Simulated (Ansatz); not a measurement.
Write a Python script for the Ansatz DFT code, driven from Python that makes the energy of protonation at one site of CH₄O, SMILES CO. Settings (for the species named): Hartree-Fock, 6-31G* basis, multiplicity 1.

```json
{"atom": "C", "x (Å)": "-0.0900", "y (Å)": "-0.2115", "z (Å)": "-0.2818"}
{"atom": "O", "x (Å)": "-0.1654", "y (Å)": "0.3133", "z (Å)": "1.0209"}
{"atom": "H", "x (Å)": "-0.8679", "y (Å)": "-0.9688", "z (Å)": "-0.3547"}
{"atom": "H", "x (Å)": "0.8813", "y (Å)": "-0.6796", "z (Å)": "-0.4743"}
{"atom": "H", "x (Å)": "-0.2714", "y (Å)": "0.5585", "z (Å)": "-1.0395"}
{"atom": "H", "x (Å)": "0.5133", "y (Å)": "0.9881", "z (Å)": "1.1293"}
```

`pa.py`
```python
'''Proton affinity of CH4O at one site.'''

import ansatz as az
import numpy as np


def main() -> None:
    molecule = (
        az.Crystal.molecule()
        .atom('C', (-0.08999, -0.21149, -0.28182))
        .atom('O', (-0.16536, 0.31331, 1.02089))
        .atom('H', (-0.86791, -0.96884, -0.35466))
        .atom('H', (0.88135, -0.67956, -0.47425))
        .atom('H', (-0.27144, 0.55847, -1.0395))
        .atom('H', (0.51334, 0.98812, 1.12934))
    )

    model = molecule.calculation().basis(gaussian='6-31G*').functional('hf')
    symbols = [site.symbol for site in molecule.cartesian_sites]
    start = np.array([site.position_ang for site in molecule.cartesian_sites], dtype=float)
    summary = model.relax(force_tolerance=0.01, max_steps=100).run().report
    end = np.array(summary['positions_ang'])

    # start the new hydrogen opposite the existing bonds
    away = sum((end[1] - end[j]) / np.linalg.norm(end[1] - end[j]) for j in [0, 5]) + np.array([0.15, 0.1, -0.2])
    proton = end[1] + 1.0 * away / np.linalg.norm(away)
    acid = az.Crystal.molecule()
    for symbol, place in zip(symbols, end):
        acid = acid.atom(symbol, place.tolist())
    acid = acid.atom('H', proton.tolist())
    protonated = (
        acid.calculation()
        .basis(gaussian='6-31G*')
        .functional('hf')
        .charge(1)
        .relax(force_tolerance=0.01, max_steps=80)
    )
    after = protonated.run().report
    xyz = np.array(after['positions_ang'])
    reach = np.linalg.norm(xyz[:-1] - xyz[-1], axis=1)
    print(f'base {summary["free_energy_ev"]:.5f} eV, protonated {after["free_energy_ev"]:.5f} eV')
    print(f'the proton ends {reach.min():.3f} A from {symbols[reach.argmin()]}{reach.argmin()}')
    print(f'electronic proton affinity {23.060548 * (summary["free_energy_ev"] - after["free_energy_ev"]):.1f} kcal/mol')


if __name__ == '__main__':
    main()
```

Output of `python pa.py`:
```text
base -3130.27318 eV, protonated -3138.53387 eV
the proton ends 0.962 A from O1
electronic proton affinity 190.5 kcal/mol
```

What to keep in mind:
- Total energies depend on the basis set; only differences at equal settings carry meaning.
- The proton is put on one chosen atom, which needn't be the most basic site, so the molecule's proton affinity can be higher; the ends are stationary points, not checked by frequencies, and zero-point and thermal terms count only where printed.
- Hartree-Fock leaves correlation out, so bond, atomisation and ionisation energies come out well too low.
- It ran for 4.6 s on 1 thread of Arm Neoverse V1 (shared host), peak memory 0.17 GiB.
